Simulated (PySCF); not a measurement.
BCl2, optimised at HF/6-31G*:

```xyz
3

B      0.0000    -0.0654    -0.0587
Cl     0.7527     0.3781    -1.5565
Cl    -1.0441    -1.4337     0.1516
```

Computed with PySCF (xtb for GFN2) and rigid-rotor harmonic-oscillator thermochemistry at 1 bar. 6-31G* has spherical d functions here. Open shells (unrestricted): BCl2 (multiplicity 2). GFN2 has no spin-polarisation term. B3LYP is the form with VWN-RPA correlation.

Question: List the harmonic frequencies (cm⁻¹, unscaled) at this level and at the other levels, each on its own geometry.

Answer: 
- HF/6-31G*: 302, 747, 1024
- B3LYP/6-31G*: 285, 698, 974
- GFN2-xTB: 271, 712, 785
- PBE/def2-SVP: 278, 701, 983
- PBE0/def2-TZVP: 282, 706, 1008
